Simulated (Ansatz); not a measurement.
**Worked example: correlation energy of [AlH2···H···GeH3], doublet**

Geometry: a point of a hydrogen-transfer path between rigid fragments, not a stationary point.

```json
{"atom": "Al", "x (Å)": "-2.8546", "y (Å)": "0.0000", "z (Å)": "0.0000"}
{"atom": "H", "x (Å)": "-3.6475", "y (Å)": "1.3734", "z (Å)": "0.0000"}
{"atom": "H", "x (Å)": "-3.6475", "y (Å)": "-1.3734", "z (Å)": "0.0000"}
{"atom": "H", "x (Å)": "-0.9056", "y (Å)": "0.0000", "z (Å)": "0.0000"}
{"atom": "Ge", "x (Å)": "1.1084", "y (Å)": "0.0000", "z (Å)": "0.0000"}
{"atom": "H", "x (Å)": "1.5771", "y (Å)": "-1.4659", "z (Å)": "0.0000"}
{"atom": "H", "x (Å)": "1.5771", "y (Å)": "0.7330", "z (Å)": "-1.2695"}
{"atom": "H", "x (Å)": "1.5771", "y (Å)": "0.7330", "z (Å)": "1.2695"}
```

Basis cc-pVDZ; Ansatz 0.2.0. Only valence electrons are correlated (noble-gas cores and the filled d shells of p-block atoms frozen), which leaves 13 electrons in 56 orbitals. R marks a restricted (for open shells ROHF) determinant, U an unrestricted one. No spin–orbit coupling is included, and no scalar relativity.

Full CI isn't at hand for all of this; UCCSDT(Q) serves as the reference, and is uncertain by about the last step of the cluster series.

Runs differ by some tens of microhartree through their thresholds and, for an open shell, their frozen cores, so steps under 0.03 kcal/mol mean nothing.

```json
{"level": "UHF", "total energy (hartree)": "-2320.635037"}
{"level": "UMP2", "total energy (hartree)": "-2320.810882"}
{"level": "UCCSD", "total energy (hartree)": "-2320.861790"}
{"level": "UCCSD(T)", "total energy (hartree)": "-2320.866280"}
{"level": "UCCSDT", "total energy (hartree)": "-2320.867544"}
{"level": "UCCSDT(Q)", "total energy (hartree)": "-2320.867704"}
```

Task: What is the correlation energy at UCCSDT(Q), and what share of it do UMP2 and UCCSDT recover?

Result: E(corr) = -2320.867704 − (-2320.635037) = -0.232667 hartree = -6.331 eV. UMP2: -0.175845 / -0.232667 = 75.58 %. UCCSDT: -0.232507 / -0.232667 = 99.93 %.

Task: By how many kcal/mol does UCCSD(T) miss UCCSDT(Q) (1 hartree = 627.509 kcal/mol), and which steps make up the rest?

Result: -2320.866280 − (-2320.867704) = 0.001424 hartree = 0.89 kcal/mol. Steps: UCCSDT − UCCSD(T) = -0.79, UCCSDT(Q) − UCCSDT = -0.10 kcal/mol. Differences between like states or geometries often cancel part of this.
